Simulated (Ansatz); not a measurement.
## What a trial cell of Zr₂Si₃ relaxes into

Computed with DFT PBE, scalar-relativistic, plane waves, PAW in Ansatz. Cutoff 420 eV, Γ-centred k mesh, Gaussian smearing, no spin polarisation in the final step.

Zr₂Si₃ was placed on the A-type sesquioxide structure type (P-3m1, No. 164), with Zr in place of La, Si in place of O, at a guessed volume.

```xyz
5
Lattice="3.8258 0.0000 0.0000 -1.9129 3.3132 0.0000 0.0000 0.0000 5.9523" Properties=species:S:1:pos:R:3 pbc="T T T"
Zr    0.0000    2.2088    1.4583
Zr    1.9129    1.1044    4.4940
Si    0.0000    0.0000    0.0000
Si    0.0000    2.2088    3.8392
Si    1.9129    1.1044    2.1131
```

Cell and atoms relax at zero pressure; the relaxation can't lower the symmetry of the start. After a coarse first stage the cell is made exact in the group found at 0.06 Å.

The zero of energy is the elements' standard structures at the same level; no fitted shifts are applied.

(1) Describe the relaxed structure.

(2) What are its volume, energy, density and gap?

Answers

(1) It keeps P-3m1 (No. 164), but not the shape of the type it started on. Conventional cell: a = 3.746 Å, c = 7.742 Å. Around Zr lie 3 Si at 2.64 Å and 4 Si at 2.82–2.89 Å; Si on Wyckoff site a (1 atom of the primitive cell) is coordinated by 6 Zr at 2.64 Å; Si on Wyckoff site d (2 atoms of the primitive cell) is coordinated by 3 Si at 2.42 Å and 4 Zr at 2.82–2.89 Å.

```xyz
5
Lattice="3.7456 0.0000 0.0000 -1.8728 3.2438 0.0000 0.0000 0.0000 7.7419" Properties=species:S:1:pos:R:3 pbc="T T T"
Zr    0.0000    2.1625    1.5223
Zr    1.8728    1.0813    6.2196
Si    0.0000    0.0000    0.0000
Si    0.0000    2.1625    4.4158
Si    1.8728    1.0813    3.3261
```

(2) The volume per atom is 18.81 Å³. The density is 4.71 g/cm³ and the energy over the elements is -0.64 eV/atom. The gap on the 12×12×6 mesh is 0 eV (a metal).

The final run used a 12×12×6 mesh on its 5-atom cell and 0.10 eV smearing. The k mesh leaves about 4 meV/atom of noise in metals. Symmetry constrained the relaxation, so the result can be a saddle point.

Cost: 3 runs of about 1.5 core-minutes in all, on Intel Xeon Platinum 8375C (Ice Lake) (shared hosts).